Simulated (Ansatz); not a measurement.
Consider the deprotonation: `CNC` → `C[N-]C` + H⁺.

Gas-phase electronic energies from Ansatz, PBE0-D4/def2-TZVP geometries. CCSD(T)/CBS is the MP2 limit (def2-TZVPP, def2-QZVPP) plus CCSD(T) − MP2 in def2-TZVPP, frozen cores. This one scheme is used for every species, atoms too. DFT in def2-TZVPP. Anions take the def2 sets with diffuse functions and neutrals don't, so finite-basis rows favour the anion.

```tsv
level	ΔE (kcal/mol)
LDA (SPW92)	390.4
BLYP-D4	396.1
B97M-V	401.2
BHLYP-D4	409.0
r2SCAN	402.4
CAM-B3LYP	404.3
RPA@PBE/def2-TZVPP	406.4
HF/def2-TZVPP	416.7
```

Question: What does CCSD(T)/CBS give? (An estimate is asked.)

Answer: The calculation gave: +406.7 kcal/mol. The listed levels differ from it by -16.3, -10.6, -5.5, 2.3, -4.3, -2.4, -0.3, 10.0 kcal/mol.

Question: What do rigid-rotor, harmonic-oscillator terms from PBE0-D4/def2-TZVP frequencies (298.15 K, 1 bar) make of the CCSD(T)/CBS value? (Estimate.)

Answer: The calculation gave: ΔZPE = -11.5 kcal/mol, ΔH = +396.5 kcal/mol, ΔS = 97 J/(mol·K), ΔG = +389.6 kcal/mol.

Largest T1 diagnostic among the species: 0.015.

At CCSD(T), def2-SVP lies −18.7 kcal/mol from the extrapolated value and def2-TZVPP −2.1 kcal/mol. From PBE to PBE0 (25 % exact exchange), in def2-TZVPP and without D4, ΔE moves by +7.0 kcal/mol.
